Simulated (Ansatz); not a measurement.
Worked example: correlation energy of SiH, doublet

Geometry: a PBE0/def2-TZVP stationary point for this spin.

```yaml
atoms:
  - { symbol: Si, position_ang: [0.0000, 0.0000, 0.0000] }
  - { symbol: H, position_ang: [0.0000, 0.0000, 1.5317] }
```

Basis cc-pVTZ; Ansatz 0.2.0. Correlated methods freeze the noble-gas cores, which leaves 5 electrons in 43 orbitals. Prefix R: restricted or restricted open-shell reference; prefix U: unrestricted.

Full CI is exact within this basis and frozen core; it isn't the basis-set limit. The frozen core follows each run's orbitals, which can shift R against U totals by a few meV.

Runs differ by some tens of microhartree through their thresholds and, for an open shell, their frozen cores, so steps under 0.1 kcal/mol mean nothing.

```tsv
level	total energy (hartree)
UHF	-289.438874
UMP2	-289.519458
UCCSD	-289.543524
UCCSD(T)	-289.546535
UCCSDT	-289.547325
UCCSDT(Q)	-289.547405
full CI	-289.547391
```

Question: What is the correlation energy at full CI, and what share of it do UMP2 and UCCSD recover?

Answer: E(corr) = -289.547391 − (-289.438874) = -0.108517 hartree = -2.953 eV. UMP2: -0.080584 / -0.108517 = 74.26 %. UCCSD: -0.104650 / -0.108517 = 96.44 %.

Question: By how many kcal/mol does UCCSD(T) miss full CI (1 hartree = 627.509 kcal/mol), and which steps make up the rest?

Answer: -289.546535 − (-289.547391) = 0.000856 hartree = 0.54 kcal/mol. Steps: UCCSDT − UCCSD(T) = -0.50, UCCSDT(Q) − UCCSDT = -0.05, full CI − UCCSDT(Q) = 0.01 kcal/mol. That is within 1 kcal/mol of the reference in this basis, which itself misses far more of the correlation at the basis-set limit.
